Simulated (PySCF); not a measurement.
Gas-phase reaction: 4 CH3SH + C4H8 (isobutene) = 4 (CH3)2S

Computed with PySCF (xtb for GFN2) and rigid-rotor harmonic-oscillator thermochemistry at 1 bar. † marks an energy on the PBE0/def2-TZVP geometry and frequencies; other levels use their own. MP2 and CCSD(T) freeze the core. All species are closed-shell singlets. B3LYP is the form with VWN-RPA correlation. MP2 isn't extrapolated to the basis-set limit; its ΔH°(298 K) is -21.5 kJ in def2-SVP and -52.7 kJ in def2-TZVPP. CCSD(T) isn't extrapolated to the basis-set limit. The harmonic model lacks anharmonicity and excited electronic states, which grow with temperature; levels with a mode under 35 cm⁻¹ are left out. Internal rotation in CH3SH, C4H8 (isobutene), (CH3)2S is treated as a harmonic vibration of one conformer, which makes the entropy rough.

```
level               ΔE electronic, kJ  ΔH°(298 K), kJ  ΔS°(298 K), J/K  ΔG°(1200 K), kJ
------------------  -----------------  --------------  ---------------  ---------------
B3LYP/def2-TZVP†                  -55             -31             -170              171
CCSD(T)/def2-SVP†                 -30              -5             -170              196
GFN2-xTB                          -67             -38             -166              159
MP2/def2-SVP†                     -46             -21             -170              180
PBE0/def2-QZVP†                   -81             -57             -170              145
PBE0/def2-SVP†                    -67             -43             -170              159
PBE0/def2-TZVP                    -83             -59             -170              143
r2SCAN/def2-TZVP†                 -82             -57             -170              144
LDA/def2-TZVP†                   -103             -79             -170              123
ωB97M-V/def2-TZVP†                -76             -52             -170              150
```
ΔH° is lowest at LDA/def2-TZVP† and highest at CCSD(T)/def2-SVP†. No reference value is set beside these.
